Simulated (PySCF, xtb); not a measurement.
Constitutional and geometric isomers with formula C2H6S. All species are isolated molecules in the gas phase. One relaxed conformer stands for each flexible species; it need not be the lowest. Strings in code marks are SMILES.

Quantity: electronic energy of isomers of C2H6S relative to `CCS` (C–C–S–H torsion 62°), in kcal/mol.

Level 1: BP86/6-31G* // B3LYP-D3(BJ)/def2-TZVP (PySCF)
Level 2: PBE/6-31G* // B3LYP-D3(BJ)/def2-TZVP (PySCF)
Level 3: HF/3-21G // B3LYP-D3(BJ)/def2-TZVP (PySCF)
Level 4: GFN2-xTB (xtb)

```csv
species,level 2,level 3,level 4
`CSC`,-0.13,0.89,4.22
```

Question: What does level 1 give for each?

Answer: 
- `CSC`: -0.18
